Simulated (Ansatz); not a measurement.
A run of Ansatz (development build ahead of 0.2.0) on singlet CO2 at this shape:

```yaml
atoms:
  - { symbol: O, position_ang: [0.0000, 0.0000, -1.0666] }
  - { symbol: C, position_ang: [0.0000, 0.0000, 0.0000] }
  - { symbol: O, position_ang: [0.0000, 0.0000, 1.0666] }
```

Its results:

| Property | Result |
| --- | --- |
| Converged | yes |
| Reference energy | -187.62066 hartree |
| Correlation energy | -0.45223 hartree |
| Total energy | -188.07288 hartree |
| Spin squared of the determinant | 0.000 |

Which input gives this output? Name the method, the orbitals and the basis set, and write the input.

RHF-MP2 in cc-pVDZ. An unrestricted run that stays on the closed shell gives the same numbers.

```yaml
crystal:
  periodic: [false, false, false]
  atoms:
    - { symbol: O, position_ang: [0.0, 0.0, -1.06656] }
    - { symbol: C, position_ang: [0.0, 0.0, 0.0] }
    - { symbol: O, position_ang: [0.0, 0.0, 1.06656] }
basis:
  gaussian: { orbitals: cc-pVDZ }
hamiltonian:
  xc: hf
correlation:
  method: mp2
  frozen_orbitals: { C: 1, O: 1 }
```

Caution: no unrestricted run beside it, a lower state can exist.
